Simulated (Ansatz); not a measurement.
System: fcc Sr. Method: PBE0 (Ansatz, an electronic-structure program, PAW).

Numerical settings: plane-wave cutoff 460 eV, 10×10×10 k mesh, Fermi–Dirac smearing 0.05 eV, scalar-relativistic PAW data made under PBE.

Cell (relaxed at this level):

```cif
data_Sr4
_chemical_formula_sum 'Sr4'
_space_group_name_H-M_alt 'Fm-3m'
_space_group_IT_number 225
_space_group_name_Hall '-F 4 2 3'
_cell_length_a 6.12033
_cell_length_b 6.12033
_cell_length_c 6.12033
_cell_angle_alpha 90.000
_cell_angle_beta 90.000
_cell_angle_gamma 90.000
loop_
_atom_site_label
_atom_site_type_symbol
_atom_site_symmetry_multiplicity
_atom_site_Wyckoff_symbol
_atom_site_fract_x
_atom_site_fract_y
_atom_site_fract_z
_atom_site_occupancy
Sr1 Sr 4 a 0.00000 0.00000 0.00000 1
```
(The calculation used a cell of 1 atom; values per cell refer to that cell.)

Predict the bulk modulus.


* **bulk modulus**: 10.7 GPa

Measured, for comparison: bulk modulus 12.5 GPa (corrected for temperature and zero-point phonon effects, our sources range from 12.0 to 12.5; as tabulated in Levämäki et al. (2014), arXiv:1402.3671). Computed (rounded) less measured: bulk modulus -14 % (-11 % to -14 % over the range).

Computing time: about 28 core-minutes (a rough figure).
